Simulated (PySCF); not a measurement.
**CF₄ + 2 Cl₂ → CCl₄ + 2 F₂**

Level: PBE0 in the def2-TZVP basis family, all electrons, no relativity, computed in PySCF with density fitting; open shells unrestricted.

```tsv
species	state and structure	E (Eh)	ZPE (kJ/mol)	H(298 K) − H(0) (kJ/mol)	S° (J/(mol K))
CF₄	singlet, Td, C–F 1.318 Å (×4)	-437.27334	45.4	12.7	261.2
Cl₂	singlet, D∞h, Cl–Cl 1.982 Å	-920.08940	3.5	9.1	222.5
CCl₄	singlet, Td, C–Cl 1.763 Å (×4)	-1878.30320	25.4	17.1	308.9
F₂	singlet, D∞h, F–F 1.376 Å	-199.40856	6.6	8.7	201.9
```

What is the electronic reaction energy?

At PBE0/def2-TZVP, ΔE = 871.2 kJ/mol from the differences of the total energies times 2625.5, uphill. 

Add zero-point, thermal and entropy terms for 298.15 K and 1 bar.

ΔZPE = -13.8 and Δ[H(298) − H(0)] = 3.6 kJ/mol give ΔH° = 861.0 kJ/mol. ΔS° = 6.5 J/(mol K), so ΔG° = 861.0 − 298.15 × (0.0065) = 859 kJ/mol.

Each species is the lowest minimum found with this bonding; other isomers or fragments can lie lower.
